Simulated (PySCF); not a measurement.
**The bond of PH, level by level**

The task here is to estimate one member of a computed series from the others.

The runs use PySCF 2.14.0; P def2-SVP, H def2-SVP, no relativity.

The first run:

Settings of the job:

| Quantity | Value |
| --- | --- |
| atoms | P, H |
| charge | 0 |
| basis | P def2-SVP, H def2-SVP |
| Hamiltonian | no relativity |
| basis functions | 23 |
| electrons treated | 16 |
| masses in u | 30.9738, 1.0078 |
| levels | PBE0, PBE, r²SCAN, M06-L, revPBE, BLYP, ωB97X, HF, MP2, SCS-MP2, CCSD, CCSD(T) |
| grid | 80 radial by 434 angular points |
| occupations | held fixed by the projection of orbital angular momentum |
| dissociation limit | P + H, each in its ground configuration |
| starting distance in angstrom | 1.385 |
| values of 2S to try | 0, 2, 4 |

Run with:

```sh
$ OMP_NUM_THREADS=1 python dia.py task.json out
```

Steps of the session up to this table: Set-up; The PBE0 curve of the state that the search chose; Excited determinants; PBE (GGA); r²SCAN (meta-GGA); M06-L; revPBE; BLYP (GGA); ωB97X (range-separated hybrid); UHF; Adding correlation.

One of the session's tables, all rows but one given; the rest of the session is left out.

Energy (eV) from each level's lowest point:

```
R (Å)    UHF  UHF-MP2  UHF-SCS-MP2  UHF-CCSD  UHF-CCSD(T)
1.237  0.503    0.523        0.533       n/a          n/a
1.294  0.211    0.227        0.235     0.246        0.251
1.352  0.053    0.063        0.068     0.076        0.079
1.395  0.003    0.008        0.011     0.015        0.016
1.438  0.000    0.000        0.000     0.000        0.000
1.481  0.035    0.029        0.027     0.022        0.020
1.539  0.130    0.115        0.110     0.097        0.093
1.611      ?        ?            ?         ?            ?
1.697  0.570    0.526        0.514     0.470        0.457
1.812  0.969    0.919        0.911       n/a          n/a
```

Estimate the missing values for R (Å) = 1.611.

Worked estimate for «UHF». A straight line through the neighbours (1.539, 0.130) and (1.697, 0.570) gives 0.130 + (0.570 − 0.130) × (1.611 − 1.539) / (1.697 − 1.539) = 0.331; a parabola fitted to 4 rows on both sides gives 0.313.

**Answer.** UHF: 0.305; UHF-MP2: 0.277; UHF-SCS-MP2: 0.268; UHF-CCSD: 0.243; UHF-CCSD(T): 0.236. In «UHF» the line misses by +0.026 and the parabola by +0.008.
